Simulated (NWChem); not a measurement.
System: CS; SMILES [C-]#[S+]

Excerpt of the output:

```
             Northwest Computational Chemistry Package (NWChem) 7.3.0
             --------------------------------------------------------

 ORDER OF PRIMARY AXIS IS BEING SET TO 4
 C4V symmetry detected

                             Geometry "geometry" -> ""
                             -------------------------

 Output coordinates in angstroms (scale by  1.889725989 to convert to a.u.)

  No.       Tag          Charge          X              Y              Z
 ---- ---------------- ---------- -------------- -------------- --------------
    1 C                    6.0000     0.00000000     0.00000000    -1.11221018
    2 S                   16.0000     0.00000000     0.00000000     0.41707882

 Effective nuclear repulsion energy (a.u.)      33.2187153010

      Symmetry information
      --------------------

 Group name             C4v
 Group number             18
 Group order               8
 No. of unique centers     2

                                Z-matrix (autoz)
                                --------

 Units are Angstrom for bonds and degrees for angles

      Type          Name      I     J     K     L     M      Value
      ----------- --------  ----- ----- ----- ----- ----- ----------
    1 Stretch                  1     2                       1.52929

  xc_inp: hfexch multiplicative factor not found.

                           NWChem Geometry Optimization
                           ----------------------------

 maximum gradient threshold         (gmax) =   0.000450
 rms gradient threshold             (grms) =   0.000300
 maximum cartesian step threshold   (xmax) =   0.001800
 rms cartesian step threshold       (xrms) =   0.001200
 fixed trust radius                (trust) =   0.300000
 source of zmatrix                         =   autoz

          -------------------
          Energy Minimization
          -------------------

 Using diagonal initial Hessian
 Scaling for Hessian diagonals: bonds = 1.00  angles = 0.25  torsions = 0.10

          --------
          Step   0

                                 NWChem DFT Module
                                 -----------------

 Summary of "ao basis" -> "ao basis" (spherical)
 ------------------------------------------------------------------------------
       Tag                 Description            Shells   Functions and Types
 ---------------- ------------------------------  ------  ---------------------
 C                           3-21g                   5        9   3s2p
 S                           3-21g                   7       13   4s3p

      Symmetry analysis of basis
      --------------------------

        a1         12
        a2          0
        b1          0
        b2          0
        e          10

            General Information
            -------------------
          SCF calculation type: DFT
          Wavefunction type:  closed shell.
          No. of atoms     :     2
          No. of electrons :    22
           Alpha electrons :    11
            Beta electrons :    11
          Charge           :     0
          Spin multiplicity:     1
          Use of symmetry is: on ; symmetry adaption is: on
          Maximum number of iterations: 150
          AO basis - number of functions:    22
                     number of shells:    12
          Convergence on energy requested:  1.00D-06
          Convergence on density requested:  1.00D-05
          Convergence on gradient requested:  5.00D-04

              XC Information
              --------------
                     Hartree-Fock (Exact) Exchange  1.000

      Superposition of Atomic Density Guess
      -------------------------------------

 Sum of atomic energies:        -432.99971036

      Non-variational initial energy
      ------------------------------

 Total energy =    -433.344982
 1-e energy   =    -663.437996
 2-e energy   =     196.874299
 HOMO         =      -0.293747
 LUMO         =      -0.011285

      Symmetry analysis of molecular orbitals - initial
      -------------------------------------------------

  Numbering of irreducible representations:

     1 a1          2 a2          3 b1          4 b2          5 e

  Orbital symmetries:

     1 a1          2 a1          3 a1          4 a1          5 e
     6 e           7 a1          8 a1          9 e          10 e
    11 a1         12 e          13 e          14 a1         15 a1
    16 e          17 e          18 a1         19 a1         20 e
    21 e

   convergence    iter        energy       DeltaE   RMS-Dens  Diis-err
 ---------------- ----- ----------------- --------- --------- ---------
 d= 0,ls=0.0,diis     1   -433.1027402450 -4.66D+02  2.50D-02  1.02D-01
 d= 0,ls=0.0,diis     2   -433.1125162574 -9.78D-03  7.75D-03  5.81D-02
 d= 0,ls=0.0,diis     3   -433.1209768581 -8.46D-03  4.56D-03  2.86D-03
 d= 0,ls=0.0,diis     4   -433.1216012995 -6.24D-04  2.10D-03  2.11D-04
 d= 0,ls=0.0,diis     5   -433.1216973514 -9.61D-05  7.39D-04  2.85D-05
  Resetting Diis
 d= 0,ls=0.0,diis     6   -433.1217075394 -1.02D-05  1.07D-04  7.91D-07
 d= 0,ls=0.0,diis     7   -433.1217077879 -2.48D-07  7.42D-06  5.34D-09

[...]

      ----------------------
      Optimization converged
      ----------------------

  Step       Energy      Delta E   Gmax     Grms     Xrms     Xmax
  ---- ---------------- -------- -------- -------- -------- --------
@    2    -433.12292826 -1.3D-06  0.00011  0.00011  0.00057  0.00099
                                     ok       ok       ok       ok

                                Z-matrix (autoz)
                                --------

 Units are Angstrom for bonds and degrees for angles

      Type          Name      I     J     K     L     M      Value     Gradient
      ----------- --------  ----- ----- ----- ----- ----- ---------- ----------
    1 Stretch                  1     2                       1.56346   -0.00011

                         Geometry "geometry" -> "geometry"
                         ---------------------------------

 Output coordinates in angstroms (scale by  1.889725989 to convert to a.u.)

  No.       Tag          Charge          X              Y              Z
 ---- ---------------- ---------- -------------- -------------- --------------
    1 C                    6.0000     0.00000000     0.00000000    -1.12929730
    2 S                   16.0000     0.00000000     0.00000000     0.43416594

 Effective nuclear repulsion energy (a.u.)      32.4926193451

      Symmetry information
      --------------------

 Group name             C4v
 Group number             18
 Group order               8
 No. of unique centers     2

                Final and change from initial internal coordinates
                --------------------------------------------------

                                Z-matrix (autoz)
                                --------

 Units are Angstrom for bonds and degrees for angles

      Type          Name      I     J     K     L     M      Value       Change
      ----------- --------  ----- ----- ----- ----- ----- ---------- ----------
    1 Stretch                  1     2                       1.56346    0.03417

 ==============================================================================
                                internuclear distances
 ------------------------------------------------------------------------------
       center one      |      center two      | atomic units |  angstroms
 ------------------------------------------------------------------------------
    2 S                |   1 C                |     2.95452  |     1.56346
 ------------------------------------------------------------------------------
                         number of included internuclear distances:          1
 ==============================================================================

[second-derivative integrals and response iterations left out]

  Vibrational analysis via the FX method

  See chapter 2 in "Molecular Vibrations" by Wilson, Decius and Cross

  Vib: Default input used

[...]

 Rotational Constants
 --------------------
 A=   0.000000 cm-1  (  0.000000 K)
 B=   0.790405 cm-1  (  1.137191 K)
 C=   0.790405 cm-1  (  1.137191 K)

 Temperature                      =   298.15K
 frequency scaling parameter      =   1.0000

 Linear Molecule

 Zero-Point correction to Energy  =    1.837 kcal/mol  (  0.002927 au)
 Thermal correction to Energy     =    3.325 kcal/mol  (  0.005298 au)
 Thermal correction to Enthalpy   =    3.917 kcal/mol  (  0.006242 au)

 Total Entropy                    =   50.330 cal/mol-K
   - Translational                =   37.252 cal/mol-K (mol. weight =  43.9721)
   - Rotational                   =   13.048 cal/mol-K (symmetry #  =        1)
   - Vibrational                  =    0.029 cal/mol-K

 Cv (constant volume heat capacity) =    5.121 cal/mol-K
   - Translational                  =    2.979 cal/mol-K
   - Rotational                     =    1.986 cal/mol-K
   - Vibrational                    =    0.155 cal/mol-K

[normal modes left out]

 ----------------------------------------------------------------------------
 Normal Eigenvalue ||           Projected Infra Red Intensities
  Mode   [cm**-1]  || [atomic units] [(debye/angs)**2] [(KM/mol)] [arbitrary]
 ------ ---------- || -------------- ----------------- ---------- -----------
    1       -0.000 ||    0.000000           0.000         0.000       0.000
    2        0.000 ||    0.001076           0.025         1.049       0.557
    3        0.000 ||    0.001076           0.025         1.049       0.557
    4        0.000 ||    0.000404           0.009         0.394       0.209
    5        0.000 ||    0.000404           0.009         0.394       0.209
    6     1285.310 ||    0.112891           2.604       110.051      58.467
 ----------------------------------------------------------------------------
```

Level: Hartree-Fock/3-21G. 

Reconstruct the input file.

One answer among several that fit: the input that was run:
```
start job
memory heap 200 mb stack 900 mb global 1100 mb
geometry units angstroms
  C      0.000000     0.000000    -1.110357
  S      0.000000     0.000000     0.418932
end
basis spherical
  * library 3-21g
end
dft
  xc hfexch
  iterations 150
end
driver
  maxiter 120
end
task dft optimize
task dft freq
```
